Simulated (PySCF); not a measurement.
# Diatomics with 19 electrons

PBE0 in PySCF with def2-TZVP on every atom, for the lowest determinant that a PBE0 search found; no spin–orbit coupling. All have 19 electrons, 7 of them in the valence shells, and the same state, a quartet (σ ↑, π ↑↑). For ions De leads to the atom and ion picked by measured ionisation energies and electron affinities.

```json
{"species": "AlC", "difference of nuclear charges": "7", "Re (Å)": "1.967", "ωe (cm⁻¹)": "640", "k (mdyn/Å)": "2.01", "De (eV)": "3.55", "dissociates to": "Al + C", "Mayer bond order": "1.31"}
{"species": "SiB", "difference of nuclear charges": "9", "Re (Å)": "1.904", "ωe (cm⁻¹)": "772", "k (mdyn/Å)": "2.77", "De (eV)": "3.56", "dissociates to": "Si + B", "Mayer bond order": "1.98"}
{"species": "AlN⁺", "difference of nuclear charges": "6", "Re (Å)": "2.044", "ωe (cm⁻¹)": "336", "k (mdyn/Å)": "0.611", "De (eV)": "0.39", "dissociates to": "Al⁺ + N", "Mayer bond order": "0.94"}
{"species": "SiC⁺", "difference of nuclear charges": "8", "Re (Å)": "1.816", "ωe (cm⁻¹)": "842", "k (mdyn/Å)": "3.51", "De (eV)": "3.83", "dissociates to": "Si⁺ + C", "Mayer bond order": "1.64"}
{"species": "BP⁺", "difference of nuclear charges": "10", "Re (Å)": "1.846", "ωe (cm⁻¹)": "779", "k (mdyn/Å)": "2.90", "De (eV)": "3.01", "dissociates to": "B⁺ + P", "Mayer bond order": "1.72"}
```

(1) Which member of the whole set has the stiffest bond, and how does it compare with the softest?

Weak bonds: AlN⁺. Basis-set superposition, not corrected here, can be much of De in a small basis, most of all at correlated wavefunction levels. For an ion De counts to the pair picked by the measured ionisation energies or electron affinities, which need not be the lowest pair at this level. States were picked by a PBE0 search and need not be the measured ground states.

Results:

(1) SiC⁺ with k = 3.51 mdyn/Å, 5.7 times that of AlN⁺.
